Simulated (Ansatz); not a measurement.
input.yaml (Ansatz)

```yaml
crystal:
  lattice:
    - [12.0, 0.0, 0.0]
    - [0.0, 12.3, 0.0]
    - [0.0, 0.0, 12.6]
  atoms:
    - { symbol: "N", position: [0.5, 0.5, 0.4561031508] }
    - { symbol: "N", position: [0.5, 0.5, 0.5438968492] }
hamiltonian:
  xc: rpbe
  pseudopotentials:
    kind: paw
    azcp:
      "N": "pseudopotentials/N.paw.azcp"
basis:
  ecutwfc: 420
  fft_grid_basis: typed
kpoints:
  mp_grid: { grid: [1, 1, 1], shift: [0, 0, 0] }
magnetization:
  spin_polarized: false
scf:
  occupations: { method: fermi_dirac, width: 0.01 }
```

Output

```
Engine: ansatz 0.2.0, aarch64-unknown-linux-gnu
Pseudopotentials: kind: paw
Pseudopotential: N, paw, valence charge 5, recommended cutoff 420 eV (normal) 
Functional definition: RPBE
  parameter kappa = 0.804
  parameter beta = 0.06672455060314922
  exchange = rpbe_x(kappa = kappa, mu = beta*pi^2/3)
  correlation = pbe_c(beta = beta)
Crystal: 2 atoms, lattice volume = 1859.760 Å³
Basis set: ecut = 420 eV, 36331 PW (Γ)
Bands: 9, of which v1, the nominal top of the filled ones, is band 5 counted from 1 (4 counted from 0)
Symmetry: 8 space group operations
Space group: Pmmm (ITA 47), of the structure as read, at distance tolerance 1.2e-4 Å
k-points: 1
Non-local potential: N, projectors of the file, l = 0: 2, l = 1: 2, l = 2: 1
PAW form: soft (Blöchl's): semilocal exchange-correlation on the pseudo side does not see the compensation charge
PAW frozen core: N, regenerated for the run's functional, and the local potential with it (the file was generated under x = pbe(κ = 0.804, μ = 0.2195149727645171), c = pbe(β = 0.06672455060314922))
PAW one-centre angular grid: N, 110 points (default); XC on 64 Gauss nodes
Initial density: superposition of atomic densities (neutral atoms: chi_scale 0, normalization atom), corrected by the library's trained network
Initial wavefunctions: pseudopotential atomic-orbital guess
Functional: x = rpbe, c = pbe(β = 0.06672455060314922)
SCF iter   1: F=—  HF=-771.477413 eV  |F-HF|=—  |Δ(HF+E_count)|=         —  Δρ=1.12e-3  dr2=1.55e-2  ethr=1.77e-3  ⟨swp⟩=5.0  Hψ=56  notcnv=0
SCF iter   2: F=—  HF=-771.496235 eV  |F-HF|=—  |Δ(HF+E_count)|=   1.88e-2  Δρ=4.38e-4  dr2=1.65e-3  ethr=1.55e-4  ⟨swp⟩=3.0  Hψ=27  notcnv=0
SCF iter   3: F=—  HF=-771.507184 eV  |F-HF|=—  |Δ(HF+E_count)|=   1.09e-2  Δρ=1.27e-4  dr2=1.99e-4  ethr=1.65e-5  ⟨swp⟩=6.0  Hψ=26  notcnv=0
SCF iter   4: F=—  HF=-771.509256 eV  |F-HF|=—  |Δ(HF+E_count)|=   2.07e-3  Δρ=1.79e-5  dr2=2.58e-6  ethr=1.99e-6  ⟨swp⟩=6.0  Hψ=27  notcnv=0
SCF iter   5: F=—  HF=-771.509314 eV  |F-HF|=—  |Δ(HF+E_count)|=   5.78e-5  Δρ=2.77e-6  dr2=9.50e-8  ethr=2.58e-8  ⟨swp⟩=2.0  Hψ=25  notcnv=0
SCF iter   6: F=-771.509314 eV  HF=-771.509314 eV  |F-HF|=1.86e-8  |Δ(HF+E_count)|=   5.31e-8  Δρ=5.18e-7  dr2=1.77e-9  ethr=9.50e-10  ⟨swp⟩=1.0  Hψ=26  notcnv=0
SCF 1 converged in 6 iterations: F = -771.509314 eV  dr2 = 1.77e-9
SCF converged after 6 iterations
Free energy (F): -771.509314 eV
Harris-Foulkes:  -771.509314 eV  (|F-HF|=1.86e-8)
Internal energy: -771.509314 eV  (E = F + TS)
E sigma→0 (E₀):  -771.509314 eV
Fermi energy:    -5.996021 eV
--- Per-component energies (eV) ---
  E_band       = -148.751013
  E_kinetic    = 250.372291
  E_local      = -1496.056079  (includes V_loc(G=0)·N_el)
  E_nonlocal   = 94.337105
  E_hartree    = 593.046994
  E_xc         = -115.990341
  E_vxc        = -146.104827  (∫ρ·V_xc dr)
  E_paw        = -257.046410  (= ΣΔE_a)
  E_vpaw       = -37.394345  (= ΣTr[D̂ρ^β])
  E_aug_tail   = 0.000174  (compensation charges beyond the density's cutoff)
  E_ewald      = 159.863533
  E_core_change = -0.036581  (= ΣΔE_core)
  E_smearing   = -0.000000  (= −TS)
  E_closure    = 0.000000  (closes the sum)
  Σ components = -771.509314   (vs F -771.509314, Δ=0.00e0)
```
